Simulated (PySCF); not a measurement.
Start geometry of `[SiH2]=S` (silanethione) from GFN2-xTB (Å):
```
atom  x, y, z in Å
Si1   -0.069    0.005   -0.218
S2     1.901   -0.107   -0.357
H3    -0.886    1.113   -0.687
H4    -0.935   -1.006    0.367
```

What comes out of this run: PBE0-D3(BJ)/def2-SVP geometry optimisation, gas phase in PySCF 2.14.0?

```
atom  x, y, z in Å
Si1   -0.0408    0.0195   -0.1895
S2     1.3878   -0.6151   -1.3525
H3    -0.6316    1.3897   -0.2273
H4    -0.7051   -0.7908    0.8737
```

The energy falls by 4.1 kJ/mol over 7 energy and gradient evaluations, the largest force component goes from 0.0313 to 2.9e-04 Eh/bohr, and the atoms move by 0.029 Å rms after alignment. Among the bonds, Si1–H3 and Si1–H4 change most and about equally (+0.039 Å). Bonds longer at the end by more than 0.005 Å: 2 of 3; shorter: 1. Rotational constants go from 179011, 7723, 7404 to 167935, 7939, 7581 MHz. The orientation of the end geometry is arbitrary; only internal coordinates are fixed.

The run used 46 basis functions and 44 SCF cycles in all. Time: 5.1 s. Hardware: one thread of an x86-64 server, no GPU, on a shared host.

PBE0-D3(BJ)/def2-SVP frequencies: not computed here.
